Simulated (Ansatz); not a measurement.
# BSiH2F (SMILES B[Si]F): the electronic atomisation energy, rung by rung

The species is BSiH2F (5 atoms), meant as a triplet with charge 0. SMILES: `B[Si]F`. Geometry: relaxed at GFN2-xTB.

Quantity: the electronic atomisation energy, in eV. The values are calculated. Electronic energies at fixed atoms, without zero-point motion or spin-orbit coupling.

| level | kind | program | value (eV) | less FCI/STO-3G | CPU time (all runs) |
| --- | --- | --- | --- | --- | --- |
| UHF/STO-3G | Hartree–Fock | Ansatz | 14.88 | -1.60 | 0.26 s |
| UBLYP/STO-3G | GGA | Ansatz | 20.63 | +4.15 | 3.7 s |
| U-r2SCAN/STO-3G | meta-GGA | Ansatz | 20.55 | +4.07 | 9.2 s |
| UB3LYP/STO-3G | global hybrid | Ansatz | 20.06 | +3.58 | 3.1 s |
| U-wB97M-V/STO-3G | range-separated hybrid | Ansatz | 20.15 | +3.67 | 35 s |
| RPA@PBE/STO-3G | RPA | Ansatz | 15.48 | -1.00 | 3.9 s |
| UMP2/STO-3G | perturbation theory | Ansatz | 16.26 | -0.22 | 0.29 s |
| UBCCD(T)/STO-3G | coupled cluster or CI | Ansatz | 16.44 | -0.04 | 0.77 s |
| UCCSDT(Q)/STO-3G | coupled cluster or CI | Ansatz | 16.49 | +0.01 | 2.9 s |
| FCI/STO-3G | exact in the basis | Ansatz | 16.48 | 0.00 | 67 s |

FCI/STO-3G is exact within its basis and frozen core, so for wave-function methods in that basis the difference is their error; functionals converge differently with the basis, so for them it is only a difference. The values span 14.88 to 20.63 eV. All rows use very small basis sets, so even the best lies far from the true value. Times are those of the runs behind each value, whatever else they computed, on shared processors of several kinds: orders of magnitude only.
